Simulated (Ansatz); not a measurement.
A made-up structure of CH$_{5}$BN, doublet:

```tsv
atom	x (Å)	y (Å)	z (Å)
C1	-0.6978	0.5439	-0.5853
B2	0.0257	0.2828	0.5039
N3	0.6856	-0.7503	0.2313
H4	-0.7349	-0.0441	-1.5988
H5	-1.2203	1.3343	-0.4139
H6	0.0516	0.9462	1.6140
H7	0.7184	-1.3586	-0.6691
H8	1.1718	-0.9543	0.9178
```

It is relaxed with PBE-D4/def2-SVP and then PBE0-D4/def2-TZVP (Ansatz 0.2.0). Atoms count as bonded within 1.22 times the sum of their covalent radii (H–H: 0.88 Å). The end point is not checked to be a true minimum.

Task: Does its bonding change? (Judge from chemistry; the calculation decides.)

Result: The calculation gives: No: no bond forms or breaks.

Where it ends: The first stage lowers the energy by 4.08 eV in 6 steps. It ends as CH₅BN ([CH2][BH][NH2]):
```
atom    x (Å)    y (Å)    z (Å)
  C1  -0.8629   0.7006  -0.6793
  B2   0.0364   0.2503   0.4744
  N3   0.8446  -0.8853   0.3471
  H4  -0.9184   0.1755  -1.6311
  H5  -1.5031   1.5747  -0.6194
  H6   0.0786   0.8478   1.5139
  H7   0.8762  -1.4499  -0.4856
  H8   1.4486  -1.2136   1.0800
```

Labels in which every atom is bracketed show which atoms are joined, not bond orders.

For scale, one of the runs: PBE0-D4/def2-TZVP relaxation, 123 basis functions, launched by `ansatz run in.yaml --threads 2 --pin off --events-out ev --progress --plain --max-ram 4352MiB`. Hardware: 2 CPU threads of an Arm Neoverse N1, shared host. Wall time about 23 s.
